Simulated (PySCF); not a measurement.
Compound: 1-propanol, C3H8O.
Numbering: `[CH3:1][CH2:2][CH2:3][OH:4]` (hydrogens: H5, H6, H7 on C1; H8, H9 on C2; H10, H11 on C3; H12 on O4)

Computed with PBE0-D3(BJ)/def2-TZVP geometry optimisation, gas phase (PySCF).

(1) What internal coordinates does the optimisation give?

Answers

(1) 
```
               bond  length (Å)
              C1–C2       1.519
              C2–C3       1.516
              C3–O4       1.412
C1–H5, C1–H6, C1–H7       1.093
       C2–H8, C2–H9       1.096
     C3–H10, C3–H11       1.097
             O4–H12       0.961
```

Bonds in one row agree within 0.01 Å and their mean is given. A selection of angles:
```
     angle  degrees
  C2–C1–H5    111.1
  H5–C1–H6    107.6
  C1–C2–C3    112.3
  C1–C2–H8    110.6
  C1–C2–H9    109.6
  C3–C2–H8    108.7
  H8–C2–H9    106.6
  C2–C3–O4    113.3
 C2–C3–H10    109.7
 O4–C3–H10    111.0
 O4–C3–H11    105.7
H10–C3–H11    107.0
 C3–O4–H12    108.2
```

Torsions: C1–C2–C3–O4 178° (antiperiplanar); H12–O4–C3–C2 58° (synclinal). The mirror-image conformer, all signs reversed, is as good.

O4 (alcohol oxygen) is bent (angle 108.2°). Of the pairs four or more bonds apart, H9···H12 is among the closest relative to their van der Waals radii: 2.46 Å, 102 % of the sum of Bondi's values. The 4 heavy atoms lie in one plane (0.014 Å rms).

Whether it is a minimum is left open (no frequencies). The numbers are those of one conformer (C1–C2–C3–O4 178°, C2–C3–O4–H 58°).

On an Intel Xeon 6975P-C with one thread, no GPU, on a shared host, this took 50 s wall and 0.80 GiB of memory at its peak. This is the geometry optimisation.
